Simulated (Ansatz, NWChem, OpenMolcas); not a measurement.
**A small benchmark: dipole moment**

6 molecules of light elements (H to F); the dipole moment in D, computed less measured. Shapes, held fixed at every level: PBE0-D4/def2-TZVP. No vibrational averaging. Dipoles are compared by magnitude; molecules under 1 D, whose direction can flip, are left out. Programs: Ansatz 0.2.0, NWChem 7.3.0, OpenMolcas 26.06. A level may come from different programs for different species; with the same settings they agree closely. Measured values: NIST CCCBDB.

Levels: A = PBE/aug-cc-pVDZ; B = PBE-D4/def2-TZVPP; C = B3LYP/6-31G* (Cartesian functions); D = wB97M-V/def2-TZVPP.

```
                    molecule  measured      A      B      C      D
     HOF (hypofluorous acid)      2.23  -0.41  -0.35  -0.26  -0.27
            C2H2O (ethenone)      1.42  -0.05  -0.09  -0.01  -0.02
     CH2F2 (difluoromethane)      1.97  -0.19  -0.25  -0.28  -0.11
C2H2F2 (vinylidene fluoride)      1.38  -0.30  -0.39  -0.43  -0.24
          C2H5F (SMILES CCF)      1.96  -0.13  -0.21  -0.26  -0.09
         C2H5N (SMILES C=NC)      1.53  -0.12  -0.17  -0.12  -0.02
```

**Question.** Which level does best on this set, which worst, and which err to one side?

**Answer.** 
```csv
level,kind,mean error,mean absolute error,worst case
PBE/aug-cc-pVDZ,GGA,-0.200,0.200,HOF
PBE-D4/def2-TZVPP,GGA,-0.243,0.243,C2H2F2
B3LYP/6-31G* (Cartesian functions),global hybrid,-0.227,0.227,C2H2F2
wB97M-V/def2-TZVPP,range-separated hybrid,-0.125,0.125,HOF
```

On this set wB97M-V/def2-TZVPP has the smallest mean absolute error and PBE-D4/def2-TZVPP the largest. PBE/aug-cc-pVDZ is too low in 6 of 6; PBE-D4/def2-TZVPP is too low in 6 of 6; B3LYP/6-31G* (Cartesian functions) is too low in 6 of 6; wB97M-V/def2-TZVPP is too low in 6 of 6. The levels differ in basis as well as in method. The tabulated value of HOF is in doubt (older tables, estimates, or at odds with other calculations) and kept here. Over the 5 molecules whose values aren't doubted the mean absolute errors are A 0.158; B 0.222; C 0.220; D 0.096. The largest two are near a tie. The set is small.
